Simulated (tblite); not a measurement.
# CHFN: the cost of one run

Computed with tblite 0.8.0 and PySCF 2.14.0; each step states its level. No surroundings beyond the atoms listed, unless a continuum is named. Atoms count from 0, parts from 1.

## 1. Starting point

4 atoms, charge -1, multiplicity 1; geometry: rigid parts in contact. Parts: 1 = atoms 0–2, `C#N`, charge 0; 2 = atom 3, `[F-]`, charge -1.

## 2. Bringing the parts together with GFN2-xTB

Job settings and geometry (Å):

```
{"job": {"kind": "dock", "xc": "GFN2-xTB", "basis": "xTB"}, "charge": -1, "multiplicity": 1, "parts": [{"atoms": "0-2", "charge": 0, "multiplicity": 1}, {"atoms": "3-3", "charge": -1, "multiplicity": 1}]}
C     -0.026316    -0.002023     0.000069
N      1.107996     0.084923    -0.001771
H     -1.081681    -0.082901     0.001702
F     -2.736740     0.034504     0.885753
```

Method: GFN2-xTB search for minima from random contacts, gas phase.

Run with:

```sh
$ OMP_NUM_THREADS=1 python cluster_run.py task.json out
```

The driver reads the jobs from task.json and runs them one after another.

**Question.** How long does this first job take on 1 thread of Intel Xeon 6975P-C, shared host?

About 1.5 s.
